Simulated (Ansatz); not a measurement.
`C/C=N/CF` + HCl → `FC/N=C/Cl` + CH₄  (substitution at a C–C bond)

Program: Ansatz. Geometries: PBE0-D4/def2-TZVP. ΔE: electronic, gas phase. CCSD(T)/CBS is the MP2 limit (def2-TZVPP, def2-QZVPP) plus CCSD(T) − MP2 in def2-TZVPP, frozen cores. This one scheme is used for every species. Double bonds are as drawn, so ΔE can hold a change between cis and trans. Functionals use def2-TZVPP. Each species was taken in one conformer, which may not be the lowest.

```csv
level,ΔE (kcal/mol),difference from CCSD(T)/CBS
LDA (SPW92),-0.4,-2.7
revPBE-D4,-1.0,-3.3
r2SCANh-D4,-0.2,-2.5
ωB97X-V,1.1,-1.2
BLYP,-1.4,-3.7
r2SCAN,-0.9,-3.2
PBE0,0.6,-1.7
r2SCANh,-0.3,-2.6
CAM-B3LYP,1.0,-1.3
MP2/def2-SVP,1.8,-0.5
HF/def2-TZVPP,3.6,1.3
MP2/def2-TZVPP,1.7,-0.6
SCS-MP2/def2-TZVPP,1.9,-0.4
CCSD(T)/def2-TZVPP,2.4,0.1
SCS-MP2/def2-QZVPP,2.0,-0.3
MP2/CBS(def2),1.6,-0.7
CCSD(T)/CBS,2.3,0
```

Largest T1 diagnostic among the species: 0.012.

From r2SCAN to r2SCAN0 (25 % exact exchange), in def2-TZVPP and without D4, ΔE moves by +1.4 kcal/mol. In def2-TZVPP, CCSD(T) changes the Hartree–Fock value by −1.2 kcal/mol (the triples alone add −0.7 kcal/mol) and MP2 by −1.9 kcal/mol. Leaving LDA and LC-ωPBE aside and taking each functional with its dispersion term where it has one, the values, not all of them listed here, spread over 3.1 kcal/mol, from BLYP-D4 to BHLYP-D4. LDA lies +0.7 kcal/mol from PBE without D4.
